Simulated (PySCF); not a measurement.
Bonds (- single, = double, # triple, : aromatic): N1-C2, C2-C3, C3-C4, C4-C2. N1 carries H5, H6; C2 carries H7; C3 carries H8, H9; C4 carries H10, H11. H9, H11 are cis to N1 on the ring; H8, H10 are trans to N1 on the ring.

GIAO shifts from PySCF on PBE0-D3(BJ)/def2-TZVP geometries (one conformer, non-relativistic, equivalent nuclei averaged), against TMS at the same level and in the same medium; PCM means IEF-PCM chloroform.

Measured (solution, not stated per compound (mostly CDCl3 or CCl4); Pretsch, Buehlmann, Badertscher, Structure Determination of Organic Compounds, 4th ed. (2009)): C2 24.0, C3/C4 7.4, H7 2.23 ppm.

Which unscaled values do B97-2/pcSseg-2, gas; WP04/pcSseg-2, PCM; wB97X-D/pcSseg-2, PCM give, and how close are they?

Answers


```tsv
atoms	measured	B97-2/pcSseg-2, gas	WP04/pcSseg-2, PCM	wB97X-D/pcSseg-2, PCM
C2	24.0	28.9	31.8	29.2
C3/C4	7.4	10.9	11.3	10.8
H7	2.23	2.14	2.09	2.16
```

Mean absolute error for ¹³C: B97-2/pcSseg-2, gas 4.2, WP04/pcSseg-2, PCM 5.9, wB97X-D/pcSseg-2, PCM 4.3 ppm.

Mean absolute error for ¹H: B97-2/pcSseg-2, gas 0.09, WP04/pcSseg-2, PCM 0.14, wB97X-D/pcSseg-2, PCM 0.07 ppm.
